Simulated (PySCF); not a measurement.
The group X on ethynyl-X is varied. All species are isolated molecules in the gas phase. One relaxed conformer stands for each flexible species; it need not be the lowest. Strings in code marks are SMILES.

These are ωB97X-D3(BJ)/def2-TZVP // B3LYP-D3(BJ)/def2-TZVP in PySCF 2.14.0 values and carry that method's errors. Delta-SCF ions had no search for a lower state. Excitations are Tamm–Dancoff values on a coarser integration grid. The basis has no diffuse functions, so Rydberg states are missing or too high.

```json
[
 {"species": "X = H (`C#C`)", "S1 excitation (TDA) (eV)": "6.78", "HOMO–LUMO gap (eV)": "14.05", "S1–T1 gap (TDA) (eV)": "–", "S1 oscillator strength": "0.000", "vertical ionisation energy (Delta-SCF) (eV)": "11.39"},
 {"species": "X = formyl (`C#CC=O`)", "S1 excitation (TDA) (eV)": "3.99", "HOMO–LUMO gap (eV)": "?", "S1–T1 gap (TDA) (eV)": "?", "S1 oscillator strength": "?", "vertical ionisation energy (Delta-SCF) (eV)": "10.73"},
 {"species": "X = acetyl (`C(C(C)=O)#C`)", "S1 excitation (TDA) (eV)": "?", "HOMO–LUMO gap (eV)": "10.93", "S1–T1 gap (TDA) (eV)": "0.56", "S1 oscillator strength": "0.000", "vertical ionisation energy (Delta-SCF) (eV)": "10.21"},
 {"species": "X = mercapto (`C#CS`)", "S1 excitation (TDA) (eV)": "5.05", "HOMO–LUMO gap (eV)": "?", "S1–T1 gap (TDA) (eV)": "0.36", "S1 oscillator strength": "0.000", "vertical ionisation energy (Delta-SCF) (eV)": "9.46"},
 {"species": "X = methylthio (`C#CSC`)", "S1 excitation (TDA) (eV)": "4.78", "HOMO–LUMO gap (eV)": "10.75", "S1–T1 gap (TDA) (eV)": "0.35", "S1 oscillator strength": "0.000", "vertical ionisation energy (Delta-SCF) (eV)": "8.85"},
 {"species": "X = boryl (`BC#C`)", "S1 excitation (TDA) (eV)": "4.08", "HOMO–LUMO gap (eV)": "?", "S1–T1 gap (TDA) (eV)": "0.31", "S1 oscillator strength": "0.000", "vertical ionisation energy (Delta-SCF) (eV)": "?"},
 {"species": "X = isocyano (`C(#C)[N+]#[C-]`)", "S1 excitation (TDA) (eV)": "5.54", "HOMO–LUMO gap (eV)": "?", "S1–T1 gap (TDA) (eV)": "–", "S1 oscillator strength": "0.000", "vertical ionisation energy (Delta-SCF) (eV)": "11.19"},
 {"species": "X = difluoromethyl (`C#CC(F)F`)", "S1 excitation (TDA) (eV)": "6.50", "HOMO–LUMO gap (eV)": "13.50", "S1–T1 gap (TDA) (eV)": "1.02", "S1 oscillator strength": "0.000", "vertical ionisation energy (Delta-SCF) (eV)": "?"}
]
```

Q: Complete the blanks.

A: 
- X = formyl (`C#CC=O`), HOMO–LUMO gap (eV): 10.87
- X = formyl (`C#CC=O`), S1–T1 gap (TDA) (eV): 0.60
- X = formyl (`C#CC=O`), S1 oscillator strength: 0.000
- X = acetyl (`C(C(C)=O)#C`), S1 excitation (TDA) (eV): 4.19
- X = mercapto (`C#CS`), HOMO–LUMO gap (eV): 11.16
- X = boryl (`BC#C`), HOMO–LUMO gap (eV): 10.28
- X = boryl (`BC#C`), vertical ionisation energy (Delta-SCF) (eV): 10.66
- X = isocyano (`C(#C)[N+]#[C-]`), HOMO–LUMO gap (eV): 11.88
- X = difluoromethyl (`C#CC(F)F`), vertical ionisation energy (Delta-SCF) (eV): 11.63
